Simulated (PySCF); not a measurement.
Gas-phase reaction: Si(NH2)4 ⇌ 4 N + SiH3 + 5 H

Method: PySCF energies plus ideal-gas RRHO corrections (1 bar). † marks an energy on the PBE0/def2-TZVP geometry and frequencies; other levels use their own. MP2 and CCSD(T) freeze the core. 6-31G* has spherical d functions here. Open shells (unrestricted): N (multiplicity 4), SiH3 (multiplicity 2), H (multiplicity 2); the rest are closed-shell singlets. B3LYP is the form with VWN-RPA correlation. Si(NH2)4: computed as isolated molecules; such fragments, hydroxides, amides, oligomers or adducts are transient or little studied in the gas. MP2 isn't extrapolated to the basis-set limit; its ΔH°(298 K) is 3209.0 kJ in def2-SVP and 3476.5 kJ in def2-TZVPP. CCSD(T) isn't extrapolated to the basis-set limit. The harmonic model lacks anharmonicity and excited electronic states, which grow with temperature; levels with a mode under 35 cm⁻¹ are left out. Internal rotation in Si(NH2)4 is treated as a harmonic vibration of one conformer, which makes the entropy rough.

```json
[
 {"level": "B3LYP/def2-TZVP†", "ΔE electronic, kJ": "3689", "ΔH°(298 K), kJ": "3506", "ΔS°(298 K), J/K": "1068", "ΔG°(600 K), kJ": "2857"},
 {"level": "BLYP/def2-TZVP†", "ΔE electronic, kJ": "3698", "ΔH°(298 K), kJ": "3515", "ΔS°(298 K), J/K": "1068", "ΔG°(600 K), kJ": "2866"},
 {"level": "CCSD(T)/def2-SVP†", "ΔE electronic, kJ": "3332", "ΔH°(298 K), kJ": "3149", "ΔS°(298 K), J/K": "1068", "ΔG°(600 K), kJ": "2499"},
 {"level": "HF/6-31G*", "ΔE electronic, kJ": "2236", "ΔH°(298 K), kJ": "2040", "ΔS°(298 K), J/K": "1074", "ΔG°(600 K), kJ": "1387"},
 {"level": "MP2/def2-TZVPP†", "ΔE electronic, kJ": "3659", "ΔH°(298 K), kJ": "3476", "ΔS°(298 K), J/K": "1068", "ΔG°(600 K), kJ": "2827"},
 {"level": "PBE/def2-TZVP†", "ΔE electronic, kJ": "3782", "ΔH°(298 K), kJ": "3599", "ΔS°(298 K), J/K": "1068", "ΔG°(600 K), kJ": "2949"},
 {"level": "r2SCAN/def2-TZVP†", "ΔE electronic, kJ": "3653", "ΔH°(298 K), kJ": "3470", "ΔS°(298 K), J/K": "1068", "ΔG°(600 K), kJ": "2821"}
]
```
ΔH° is lowest at HF/6-31G* and highest at PBE/def2-TZVP†. No reference value is set beside these.
